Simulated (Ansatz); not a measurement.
## Ansatz (development build ahead of 0.2.0) run

```yaml
crystal:
  periodic: [false, false, false]
  atoms:
    - { symbol: Si, position_ang: [0.0, 0.0, 0.0] }
    - { symbol: H, position_ang: [0.0, 0.0, 3.976] }
basis:
  gaussian: { orbitals: pcseg-2 }
magnetization:
  initial_magnetization: 1
hamiltonian:
  xc: pbe
```

The input is written out in the form of the current development build from the run's settings.

Output:

```json
{"Converged": "yes", "Total energy": "-289.69884 hartree", "Spin squared of the determinant": "0.750", "Stability test": "minimum among restricted orbitals"}
```

Caution: stretched shape with no unrestricted run beside it, a lower state can exist; charge can spread falsely over distant fragments.
